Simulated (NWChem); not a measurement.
A series in which one site is exchanged, each optimised at PBE0/def2-SVP with NWChem, gas phase unless a solvent is named. For some, no frequency run checked for a minimum. def2 effective core potentials on Hf; no spin-orbit coupling.

A: [OH][GeH3] (GeH4O; site = Ge)
B: [OH][TiH3] (TiH4O; site = Ti)
C: [OH][HfH3] (HfH₄O; site = Hf)
D: CO (CH4O; site = C)

Values for A:

| Quantity | Value |
|---|---|
| dipole (D), PBE0/def2-SVP | 1.49 |
| orbital gap (eV), PBE0/def2-SVP | 8.70 |
| static polarisability, PBE/def2-SVPD (bohr³) | 38.9 |

Q: How do these values change for the other members?

A: 
```tsv
change from A	B	C	D
dipole (D), PBE0/def2-SVP	+0.71	+0.63	+0.15
orbital gap (eV), PBE0/def2-SVP	-2.52	-2.19	+0.74
static polarisability, PBE/def2-SVPD (bohr³)	+11.6	+16.0	-16.9
```
